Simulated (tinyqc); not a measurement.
Inside a calculation. Method: Hueckel theory of the pi electrons, for the molecule C1=CC=C1 (SMILES; centres numbered as the heavy atoms are written). Computed by tinyqc, a small Python program that keeps every step. Settings: charge = 0. Command: `OMP_NUM_THREADS=1 python tinyqc.py 29047 29048 out.jsonl` (the two numbers bound the seeds that draw the settings). One thread of a shared host (Intel(R) Xeon(R) Processor @ 2.60GHz), about 0.01 s of CPU time with the checks.

## The Hueckel matrix

Centres:

| centre | z_r, pi electrons of the neutral centre | h |
|---|---|---|
| 1C | 1 | 0.00000 |
| 2C | 1 | 0.00000 |
| 3C | 1 | 0.00000 |
| 4C | 1 | 0.00000 |

Bonds:

| i | j | k |
|---|---|---|
| 1 | 2 | 1 |
| 2 | 3 | 1 |
| 3 | 4 | 1 |
| 4 | 1 | 1 |

H_rr = alpha + h_r beta, H_rs = k_rs beta for bonded centres.

Hueckel matrix in units of beta (H = alpha + beta A):
```
         1C       2C       3C       4C
1C  0.00000  1.00000  0.00000  1.00000
2C  1.00000  0.00000  1.00000  0.00000
3C  0.00000  1.00000  0.00000  1.00000
4C  1.00000  0.00000  1.00000  0.00000
```

## Orbitals

pi electrons, sum of z_r less the charge = 4

Diagonalise; E = alpha + x beta with beta < 0, so the largest x are filled first; degenerate levels share their electrons. P = sum n_i c_ri c_si; each orbital has its largest coefficient positive (the first on a tie).

x values: 2.00000  0.00000  0.00000  -2.00000

occupations: 2.00000  1.00000  1.00000  0.00000

coefficients:
```
        MO1       MO2       MO3       MO4
1C  0.50000   0.70507   0.05367   0.50000
2C  0.50000  -0.05367   0.70507  -0.50000
3C  0.50000  -0.70507  -0.05367   0.50000
4C  0.50000   0.05367  -0.70507  -0.50000
```

charge and bond-order matrix P:
```
         1C       2C       3C       4C
1C  1.00000  0.50000  0.00000  0.50000
2C  0.50000  1.00000  0.50000  0.00000
3C  0.00000  0.50000  1.00000  0.50000
4C  0.50000  0.00000  0.50000  1.00000
```

Within a degenerate level the vectors are fixed only up to a rotation; this is one choice.

## Energy, charges, bond orders

E = sum n x; q_r = z_r - P_rr; bond order p = P_rs; free valence = sqrt(3) - sum of p over the bonds of the atom.

pi energy = 4 alpha + this times beta = 4.00000

pi charges: 1C 0.00000, 2C 0.00000, 3C 0.00000, 4C 0.00000

Bond orders and lengths from R = 1.517 - 0.180 p (angstrom, C-C alone):

| bond | p | R |
|---|---|---|
| 1-2 | 0.50000 | 1.42700 |
| 2-3 | 0.50000 | 1.42700 |
| 3-4 | 0.50000 | 1.42700 |
| 4-1 | 0.50000 | 1.42700 |

free valence of the carbons: 1C 0.73205, 2C 0.73205, 3C 0.73205, 4C 0.73205

gap between the highest filled and the next level = 2.00000 |beta|
